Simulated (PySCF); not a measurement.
Species: P4.
SMILES with atom numbers: `[p:1]12[p:2]3[p:3]1[p:4]23`

Computed with PBE0-D3(BJ)/def2-SVP geometry optimisation, gas phase (PySCF).

List the bond lengths and angles at this level.

| bond | length (bohr) | order |
| --- | --- | --- |
| P1–P2 and 5 like bonds | 4.158 | aromatic |

Bonds in one row agree within 0.02 bohr and their mean is given. Orders are formal, as drawn. A selection of angles:
| angle | degrees |
| --- | --- |
| P2–P1–P3 | 60.0 |

All internal angles of the 3-membered ring P1–P3–P4 are 60.0°. All internal angles of the 3-membered ring P1–P2–P3 are 60.0°. All 6 P–P bonds measure 2.200 to 2.201 Å. P1 (ring phosphorus) is pyramidal (angles 60.0°, 60.0° and 60.0°, sum 180.0°, 1.80 Å off the plane of its three neighbours). All internal angles of the 3-membered ring P1–P2–P4 are 60.0°. All internal angles of the 3-membered ring P2–P3–P4 are 60.0°.

Point group: Td (every atom within 0.08 Å of its image). No PBE0-D3(BJ)/def2-SVP frequencies stand behind this structure, so it isn't proved a minimum.
